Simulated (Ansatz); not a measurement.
A made-up structure of MgSiH2Cl, doublet:

```tsv
atom	x (Å)	y (Å)	z (Å)
Si1	-0.6614	0.2732	-0.5997
Mg2	0.9456	-0.4029	0.4465
Cl3	2.4142	-1.0240	1.2163
H4	-0.8277	1.7659	-0.5649
H5	-1.8706	-0.6122	-0.4982
```

It is relaxed with PBE-D4/def2-SVP and then PBE0-D4/def2-TZVP (Ansatz 0.2.0). Atoms count as bonded within 1.22 times the sum of their covalent radii (H–H: 0.88 Å). The end point is not checked to be a true minimum.

Problem. Does its bonding change? (A judgement: the text doesn't fix the answer.)

Solution. The calculation gives: No: no bond forms or breaks.

Where it ends: The first stage lowers the energy by 3.83 eV in 7 steps. It ends as MgSiH₂Cl ([SiH2][Mg][Cl]):
| atom | x (Å) | y (Å) | z (Å) |
| --- | --- | --- | --- |
| Si1 | -0.8450 | 0.3517 | -0.6711 |
| Mg2 | 1.1687 | -0.4971 | 0.5490 |
| Cl3 | 2.9844 | -1.2668 | 1.4907 |
| H4 | -1.1715 | 1.8064 | -0.7152 |
| H5 | -2.1366 | -0.3942 | -0.6533 |

Labels in which every atom is bracketed show which atoms are joined, not bond orders.

For scale, one of the runs: PBE0-D4/def2-TZVP relaxation, 118 basis functions, launched by `ansatz run in.yaml --threads 2 --pin off --events-out ev --progress --plain --max-ram 4352MiB`. The run took about 24 s on 2 CPU threads of an Arm Neoverse V1 (shared host).
